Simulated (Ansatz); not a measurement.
System: C₃H₃, net charge -1, singlet state. It need not be the lowest isomer of its formula. Whether it binds its extra electron was not tested at this geometry. 
Structure (B3LYP-D3(BJ)/def2-TZVP (Ansatz, a program for electronic structure) minimum search):
```xyz
6

C      0.0033     0.0214     0.1126
C      0.0953     0.4218     1.3195
C     -0.0499    -0.2733    -1.2030
H     -0.1528    -0.2386     2.1526
H      0.8062    -0.6818    -1.7335
H     -0.9456    -0.0989    -1.7932
```
Charge -1, spin multiplicity 1.

Basis-set convergence of Hartree-Fock and MP2 correlation energies (hartree) with Ansatz. Cores are frozen in the correlated levels unless marked. No spin-orbit coupling. No relativistic terms.

```csv
basis,functions,E(HF),"E(corr, MP2)"
aug-cc-pVDZ,96,-115.24483,-0.42200
aug-cc-pVTZ,207,(withheld),(withheld)
```

Q: What belongs in the gaps?

A: 
- aug-cc-pVTZ, E(HF): -115.27239
- aug-cc-pVTZ, E(corr, MP2): -0.50151
